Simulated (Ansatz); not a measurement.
**Relative stability**

Two relaxed structures of CH4OSi, closed shell (PBE0-D4/def2-TZVP; forces vanish, vibrations not checked).

A:

C1  (-0.585, -0.282, -0.683)
O2  (-0.036, -1.160, 0.365)
Si3  (0.528, 0.390, 0.568)
H4  (-1.664, -0.162, -0.613)
H5  (-0.237, -0.543, -1.680)
H6  (0.030, 1.136, 1.744)
H7  (1.964, 0.620, 0.299)
(Å)

B:

```
7
angstrom
C -0.7063 -0.2677 -0.6939
O 0.4120 -1.3461 0.3971
Si 0.5102 0.3733 0.4745
H -0.2844 -1.7458 0.9250
H -0.2254 -0.4999 -1.6560
H 0.0331 0.9499 1.7545
H 1.9446 0.7107 0.2786
```

Ansatz 0.2.0; basis: def2-TZVPP; cores frozen in the correlated methods. B3LYP uses VWN-RPA correlation.

Question: Which structure is lower at CCSD(T), and by how much? (An estimate is asked for; the value comes from the calculation.)

Answer: By the calculation: A, by 241.8 kJ/mol (electronic energy, against the other). By their contacts, A is CH₄OSi ([CH2]1[O][SiH2]1) and B is CH₄OSi ([CH][SiH2][OH]).

All methods give the same order:

```json
{"method": "PBE-D4", "E(B) − E(A) (kJ/mol)": "245.4"}
{"method": "r2SCAN-D4", "E(B) − E(A) (kJ/mol)": "247.4"}
{"method": "PBE0-D4", "E(B) − E(A) (kJ/mol)": "253.8"}
{"method": "B3LYP-D4", "E(B) − E(A) (kJ/mol)": "241.4"}
{"method": "wB97M-V", "E(B) − E(A) (kJ/mol)": "242.9"}
{"method": "HF", "E(B) − E(A) (kJ/mol)": "234.7"}
{"method": "MP2", "E(B) − E(A) (kJ/mol)": "261.7"}
{"method": "CCSD", "E(B) − E(A) (kJ/mol)": "244.2"}
{"method": "CCSD(T)", "E(B) − E(A) (kJ/mol)": "241.8"}
```

T1 diagnostic: at most 0.020.

Labels in which every atom is bracketed show which atoms are joined, not bond orders.

For scale, one of the runs: CCSD(T)/def2-TZVPP, 160 basis functions, launched by `ansatz run in.yaml --threads 2 --pin off --events-out ev --progress --plain --max-ram 4352MiB`. Hardware: 2 CPU threads of an Arm Neoverse V1, shared host. Wall time 20 s; peak host memory 1.1 GiB.
